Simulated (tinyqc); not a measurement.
Worked calculation: RKS/PBE0 in the sto-3g basis, for BH2+, spin multiplicity 1. One step of it, computed by the program tinyqc.

Question. Iteration 1: building the Kohn-Sham matrix. J_ij = sum D_kl (ij|kl), K_ij = sum D_kl (ik|jl); F = H + J - 0.125 K + V_xc; E = tr D H + tr D J / 2 - 0.0625 tr D K + E_xc + E_nn.

D at the start:
```
            1B 1s      1B 2s     1B 2px     1B 2py     1B 2pz      2H 1s      3H 1s
1B 1s    1.269070  -0.600873  -0.476955   0.823676  -0.418897   0.065730   1.197297
1B 2s   -0.600873   0.403753   0.168452  -0.447933  -0.162192   0.177782  -0.844200
1B 2px  -0.476955   0.168452   0.232283  -0.089487   0.319814  -0.352815  -0.309396
1B 2py   0.823676  -0.447933  -0.089487   2.015591  -0.180388  -1.779345   0.966035
1B 2pz  -0.418897  -0.162192   0.319814  -0.180388   1.233034  -0.554147   0.440029
2H 1s    0.065730   0.177782  -0.352815  -1.779345  -0.554147   2.406828  -0.487949
3H 1s    1.197297  -0.844200  -0.309396   0.966035   0.440029  -0.487949   1.776450
```

core Hamiltonian H = T + V (hartree):
```
             1B 1s      1B 2s     1B 2px     1B 2py     1B 2pz      2H 1s      3H 1s
1B 1s   -13.212778  -3.427487   0.000000   0.000000  -0.016745  -0.862096  -0.862096
1B 2s    -3.427487  -4.272149   0.000000   0.000000  -0.145405  -1.876600  -1.876600
1B 2px    0.000000   0.000000  -3.396005   0.000000   0.000000   0.000000   0.000000
1B 2py    0.000000   0.000000   0.000000  -3.590861   0.000000  -1.496394   1.496394
1B 2pz   -0.016745  -0.145405   0.000000   0.000000  -3.444995  -0.778824  -0.778824
2H 1s    -0.862096  -1.876600   0.000000  -1.496394  -0.778824  -2.912391  -0.407207
3H 1s    -0.862096  -1.876600   0.000000   1.496394  -0.778824  -0.407207  -2.912391
```

Two-electron integrals (ij|kl) in chemists' order, unique and non-zero (hartree):
```
(11|11) 2.923513    (21|11) 0.518376    (21|21) 0.109262    (22|11) 0.744229
(22|21) 0.193177    (22|22) 0.544804    (31|31) 0.020264    (32|31) 0.029996
(32|32) 0.120346    (33|11) 0.742491    (33|21) 0.193240    (33|22) 0.544682
(33|33) 0.586773    (41|41) 0.020264    (42|41) 0.029996    (42|42) 0.120346
(43|43) 0.031630    (44|11) 0.742491    (44|21) 0.193240    (44|22) 0.544682
(44|33) 0.523513    (44|44) 0.586773    (51|51) 0.020264    (52|51) 0.029996
(52|52) 0.120346    (53|53) 0.031630    (54|54) 0.031630    (55|11) 0.742491
(55|21) 0.193240    (55|22) 0.544682    (55|33) 0.523513    (55|44) 0.523513
(55|55) 0.586773    (61|11) 0.128718    (61|21) 0.027025    (61|22) 0.047891
(61|33) 0.047654    (61|41) 0.001777    (61|42) 0.003246    (61|44) 0.048244
(61|51) 0.000891    (61|52) 0.001628    (61|54) 0.000296    (61|55) 0.047803
(61|61) 0.006902    (62|11) 0.287129    (62|21) 0.075556    (62|22) 0.231631
(62|33) 0.225245    (62|41) 0.007455    (62|42) 0.043801    (62|44) 0.240388
(62|51) 0.003738    (62|52) 0.021962    (62|54) 0.007593    (62|55) 0.229052
(62|61) 0.019924    (62|62) 0.131383    (63|31) 0.007880    (63|32) 0.035966
(63|43) 0.008375    (63|53) 0.004199    (63|63) 0.015245    (64|11) 0.232598
(64|21) 0.062058    (64|22) 0.200801    (64|33) 0.190079    (64|41) 0.013221
(64|42) 0.070948    (64|44) 0.218982    (64|51) 0.002678    (64|52) 0.017540
(64|54) 0.010293    (64|55) 0.193134    (64|61) 0.017239    (64|62) 0.133691
(64|64) 0.148515    (65|11) 0.116628    (65|21) 0.031117    (65|22) 0.100684
(65|33) 0.095308    (65|41) 0.002678    (65|42) 0.017540    (65|44) 0.101402
(65|51) 0.009223    (65|52) 0.044761    (65|54) 0.011431    (65|55) 0.105239
(65|61) 0.008644    (65|62) 0.067035    (65|64) 0.066824    (65|65) 0.048751
(66|11) 0.438605    (66|21) 0.117609    (66|22) 0.405801    (66|33) 0.381435
(66|41) 0.014822    (66|42) 0.113118    (66|44) 0.439519    (66|51) 0.007432
(66|52) 0.056719    (66|54) 0.029124    (66|55) 0.396038    (66|61) 0.031732
(66|62) 0.287135    (66|64) 0.318754    (66|65) 0.159828    (66|66) 0.774606
(71|11) 0.128718    (71|21) 0.027025    (71|22) 0.047891    (71|33) 0.047654
(71|41) -0.001777   (71|42) -0.003246   (71|44) 0.048244    (71|51) 0.000891
(71|52) 0.001628    (71|54) -0.000296   (71|55) 0.047803    (71|61) 0.006564
(71|62) 0.018114    (71|64) 0.014120    (71|65) 0.007868    (71|66) 0.027930
(71|71) 0.006902    (72|11) 0.287129    (72|21) 0.075556    (72|22) 0.231631
(72|33) 0.225245    (72|41) -0.007455   (72|42) -0.043801   (72|44) 0.240388
(72|51) 0.003738    (72|52) 0.021962    (72|54) -0.007593   (72|55) 0.229052
(72|61) 0.018114    (72|62) 0.087901    (72|64) 0.065791    (72|65) 0.043716
(72|66) 0.147627    (72|71) 0.019924    (72|72) 0.131383    (73|31) 0.007880
(73|32) 0.035966    (73|43) -0.008375   (73|53) 0.004199    (73|63) 0.009289
(73|73) 0.015245    (74|11) -0.232598   (74|21) -0.062058   (74|22) -0.200801
(74|33) -0.190079   (74|41) 0.013221    (74|42) 0.070948    (74|44) -0.218982
(74|51) -0.002678   (74|52) -0.017540   (74|54) 0.010293    (74|55) -0.193134
(74|61) -0.014120   (74|62) -0.065791   (74|64) -0.041479   (74|65) -0.032102
(74|66) -0.103843   (74|71) -0.017239   (74|72) -0.133691   (74|74) 0.148515
(75|11) 0.116628    (75|21) 0.031117    (75|22) 0.100684    (75|33) 0.095308
(75|41) -0.002678   (75|42) -0.017540   (75|44) 0.101402    (75|51) 0.009223
(75|52) 0.044761    (75|54) -0.011431   (75|55) 0.105239    (75|61) 0.007868
(75|62) 0.043716    (75|64) 0.032102    (75|65) 0.030544    (75|66) 0.077026
(75|71) 0.008644    (75|72) 0.067035    (75|74) -0.066824   (75|75) 0.048751
(76|11) 0.058104    (76|21) 0.015256    (76|22) 0.046836    (76|33) 0.045597
(76|44) 0.047335    (76|51) 0.001300    (76|52) 0.007574    (76|55) 0.047534
(76|61) 0.003866    (76|62) 0.022487    (76|64) 0.019959    (76|65) 0.012522
(76|66) 0.044139    (76|71) 0.003866    (76|72) 0.022487    (76|74) -0.019959
(76|75) 0.012522    (76|76) 0.004786    (77|11) 0.438605    (77|21) 0.117609
(77|22) 0.405801    (77|33) 0.381435    (77|41) -0.014822   (77|42) -0.113118
(77|44) 0.439519    (77|51) 0.007432    (77|52) 0.056719    (77|54) -0.029124
(77|55) 0.396038    (77|61) 0.027930    (77|62) 0.147627    (77|64) 0.103843
(77|65) 0.077026    (77|66) 0.248845    (77|71) 0.031732    (77|72) 0.287135
(77|74) -0.318754   (77|75) 0.159828    (77|76) 0.044139    (77|77) 0.774606
```

nuclear repulsion = 4.70783729 hartree

V_xc (hartree):
```
            1B 1s      1B 2s     1B 2px     1B 2py     1B 2pz      2H 1s      3H 1s
1B 1s   -1.227712  -0.196184   0.007042  -0.005631   0.008738  -0.048726  -0.048873
1B 2s   -0.196184  -0.323698   0.005564   0.026361   0.015519  -0.142467  -0.161170
1B 2px   0.007042   0.005564  -0.283309   0.005151  -0.012945   0.002256  -0.000014
1B 2py  -0.005631   0.026361   0.005151  -0.344116   0.015908  -0.130328   0.158203
1B 2pz   0.008738   0.015519  -0.012945   0.015908  -0.341633  -0.062792  -0.075948
2H 1s   -0.048726  -0.142467   0.002256  -0.130328  -0.062792  -0.356632  -0.029693
3H 1s   -0.048873  -0.161170  -0.000014   0.158203  -0.075948  -0.029693  -0.371357
```

E_xc = sum of w rho eps_xc = -2.59568396 hartree

Give: Coulomb J; exchange K; Kohn-Sham matrix F; total energy of this density.

Answer.

Coulomb J (hartree):
```
         1B 1s   1B 2s  1B 2px  1B 2py  1B 2pz   2H 1s   3H 1s
1B 1s    6.389   1.374  -0.020   0.000  -0.016   0.340   0.342
1B 2s    1.374   3.167  -0.036  -0.055   0.034   1.383   1.427
1B 2px  -0.020  -0.036   3.073  -0.006   0.015  -0.011  -0.007
1B 2py   0.000  -0.055  -0.006   3.248  -0.018   1.222  -1.289
1B 2pz  -0.016   0.034   0.015  -0.018   3.172   0.622   0.648
2H 1s    0.340   1.383  -0.011   1.222   0.622   2.673   0.283
3H 1s    0.342   1.427  -0.007  -1.289   0.648   0.283   2.754
```

exchange K (hartree):
```
         1B 1s   1B 2s  1B 2px  1B 2py  1B 2pz   2H 1s   3H 1s
1B 1s    3.503   0.678  -0.363   0.288  -0.215   0.273   0.303
1B 2s    0.678   0.646  -0.167  -0.137  -0.102   0.422   0.412
1B 2px  -0.363  -0.167   0.257  -0.058   0.112  -0.125  -0.075
1B 2py   0.288  -0.137  -0.058   0.663  -0.322   0.106  -0.454
1B 2pz  -0.215  -0.102   0.112  -0.322   0.884   0.046   0.447
2H 1s    0.273   0.422  -0.125   0.106   0.046   0.902   0.165
3H 1s    0.303   0.412  -0.075  -0.454   0.447   0.165   1.013
```

Kohn-Sham matrix F (hartree):
```
         1B 1s   1B 2s  1B 2px  1B 2py  1B 2pz   2H 1s   3H 1s
1B 1s   -8.489  -2.334   0.033  -0.041   0.002  -0.605  -0.607
1B 2s   -2.334  -1.510  -0.009  -0.012  -0.083  -0.688  -0.662
1B 2px   0.033  -0.009  -0.639   0.006  -0.012   0.007   0.002
1B 2py  -0.041  -0.012   0.006  -0.770   0.039  -0.418   0.422
1B 2pz   0.002  -0.083  -0.012   0.039  -0.726  -0.225  -0.263
2H 1s   -0.605  -0.688   0.007  -0.418  -0.225  -0.709  -0.175
3H 1s   -0.607  -0.662   0.002   0.422  -0.263  -0.175  -0.657
```

total energy of this density = -17.21095 hartree
